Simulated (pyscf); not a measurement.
Optimised with ωB97X-D3(BJ)/def2-SVP in PySCF.

### Question
Estimate the classical barrier height and the reaction energy of HO–Ti(OH)(Cl)–Cl -> H₂O + O=Ti(Cl)–Cl at ωB97M-D3(BJ)/def2-TZVP. The step runs on the singlet surface, breaks O–Ti, H–O and forms H–O; take the reactant's lowest minimum found as zero.

### Answer
ΔE‡ = 37.0 kcal/mol, ΔE = +50.1 kcal/mol. Zero-point energy shifts the barrier by -1.1 kcal/mol. It is an elimination, with an imaginary mode of 1687i cm⁻¹. On the product side the descent ends in an adduct with a O–Ti contact, 36.0 kcal/mol under the separated species and 21.4 kcal/mol under the saddle at ωB97X-D3(BJ)/def2-TZVP. At ωB97M-D3(BJ) the saddle lies under the separated products, which points to a path from their complex (located at ωB97X-D3(BJ) alone), and parting the products costs more than the saddle. What is counted as broken (O–Ti) persists as a longer contact in the product adduct; parting that adduct is a step of its own. At the saddle there is also a short H–Ti contact that neither side keeps. This is the saddle that the search found; another between the same sides may lie lower.
